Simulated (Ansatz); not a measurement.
Worked example: building the atomization energy of SO, triplet

Measured: the G2/97 heats of formation, with zero-point and thermal terms from B3LYP taken off, give an electronic atomization energy of 125.1 kcal/mol (Curtiss et al., J. Chem. Phys. 106, 1063 (1997); Staroverov et al., J. Chem. Phys. 119, 12129 (2003)). The calculation below tries to reproduce it.

Geometry (MP2(full)/6-31G*, from the G2/97 set):

```xyz
2

O     0.0000    0.0000    0.0000
S     0.0000    0.0000    1.5240
```

Atomization energies (atoms less molecule, kcal/mol) from Ansatz 0.2.0, frozen cores, unrestricted molecule, unrestricted atoms (their steps beyond CCSDT(Q) from restricted open-shell runs), sets cc-pV(D+d)Z, cc-pV(T+d)Z, cc-pV(Q+d)Z:

```json
{"level": "HF", "DZ": "40.20", "TZ": "50.96", "QZ": "52.09"}
{"level": "CCSD(T)", "DZ": "100.44", "TZ": "116.35", "QZ": "120.94"}
{"level": "CCSDT", "DZ": "100.57", "TZ": "116.06", "QZ": "120.57"}
{"level": "CCSDT(Q)", "DZ": "101.49", "TZ": "117.08", "QZ": "121.66"}
{"level": "CCSDTQ", "DZ": "101.35", "TZ": "–", "QZ": "–"}
```

Task: Extrapolate Hartree–Fock with exp(−5.46 √X) and the CCSD(T) correlation part with X⁻³ (X = 3, 4), add each higher step from the largest set that has it, and compare with the measured value.

Result: Hartree–Fock: 52.09 + (52.09 − 50.96) × 0.301 = 52.43.
Correlation: TZ 65.39, QZ 68.85; (64 × 68.85 − 27 × 65.39) / 37 = 71.37.
Full triples (QZ): 120.57 − 120.94 = -0.37.
(Q) (QZ): 121.66 − 120.57 = 1.09.
Full quadruples (DZ): 101.35 − 101.49 = -0.14.
Sum: 124.4 kcal/mol, 0.7 below the measured 125.1.

The steps beyond CCSD(T) add 0.58 kcal/mol, while going from QZ to the limit adds 2.86. Core correlation, scalar relativity, spin–orbit terms and the relaxation from this MP2 geometry are missing from the sum, and the measured value has its own uncertainty.
